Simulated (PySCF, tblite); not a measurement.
# A complex of ammonium and methanol

A gas-phase complex of ammonium and methanol; charge +1, singlet. The structure comes from a short search (6 tight-binding starts) and was relaxed by PBE0-D3(BJ)/def2-TZVPD; another way of binding may lie lower. No frequency run checks that it is a minimum.

| part | name | SMILES | atoms | charge | multiplicity |
| --- | --- | --- | --- | --- | --- |
| 1 | ammonium | [NH4+] | 1–5 | +1 | 1 |
| 2 | methanol | CO | 6–11 | 0 | 1 |

| atom | part | x (Å) | y (Å) | z (Å) |
| --- | --- | --- | --- | --- |
| N1 | 1 | -0.329 | 0.084 | 0.230 |
| H2 | 1 | -0.166 | 0.162 | -0.838 |
| H3 | 1 | 0.551 | -0.097 | 0.711 |
| H4 | 1 | -0.979 | -0.675 | 0.432 |
| H5 | 1 | -0.724 | 0.955 | 0.587 |
| C6 | 2 | 0.577 | -0.724 | -3.227 |
| O7 | 2 | 0.020 | 0.270 | -2.352 |
| H8 | 2 | 0.506 | -1.681 | -2.714 |
| H9 | 2 | 1.622 | -0.501 | -3.444 |
| H10 | 2 | 0.001 | -0.776 | -4.151 |
| H11 | 2 | -0.062 | 1.107 | -2.818 |

Contacts between parts, classed by geometry: H2···O7 1.529 Å (hydrogen bond, 178°).

Interaction energies are complex less parts, with the parts frozen as they stand in it; counterpoise-corrected, in kcal/mol (PySCF). The CCSD(T) estimate is Hartree-Fock/aug-cc-pVQZ, plus the MP2 correlation part extrapolated as X⁻³ from aug-cc-pVTZ and aug-cc-pVQZ, plus CCSD(T) less MP2 in aug-cc-pVDZ; noble-gas cores are frozen. It isn't the exact limit.

Q: Give the interaction energy at each level run.

A: 
```tsv
level	interaction	superposition error removed
Hartree-Fock/aug-cc-pVQZ	-21.92	-
wB97M-D3(BJ)/def2-TZVPD	-24.99	-0.09
PBE0-D3(BJ)/def2-TZVPD	-26.10	-0.09
MP2/aug-cc-pVQZ	-24.96	-0.43
CCSD(T), estimated basis limit	-24.62	-
```

Q: What holds them together? Decompose the wB97M-D3(BJ)/def2-TZVPD energy: frozen parts, their antisymmetrised product, then relaxation.

A: electrostatic -29.2, Pauli repulsion +27.5, orbital relaxation -22.0, dispersion correction -1.3 kcal/mol, which sum to the value before the counterpoise correction; the Pauli term holds the exchange-correlation of the frozen density too. Of the attraction, 56 % is electrostatic, 42 % is orbital relaxation, 2 % is dispersion correction.

The parts were also relaxed and run alone, at the levels used for the complex: shieldings by PBE0/pcSseg-2; core levels by delta-SCF with SCAN, pcX-2 on the ionised atom and pcseg-1 elsewhere, spin-free X2C.

Q: How do these values change when the complex forms?

A: 
```tsv
property	alone	in the complex	change
N1–H2 bond (Å)	1.024	1.084	+0.060
shielding of H2 (ppm)	26.51	17.07	-9.44
shielding of O7 (ppm)	329.3	310.1	-19.3
shielding of N1 (ppm)	235.7	232.3	-3.4
N1 1s core level (eV)	417.02	414.50	-2.52
C6 1s core level (eV)	292.41	296.89	+4.47
O7 1s core level (eV)	538.99	544.32	+5.32
```

Density functionals tend to overstate the lengthening and the red shift of so strongly bound an X–H bond.

The 5 runs behind this took 9.6 min in all, one thread each of Arm Neoverse V1 on a shared host, launched as `OMP_NUM_THREADS=1 python cluster_run.py task.json out`.
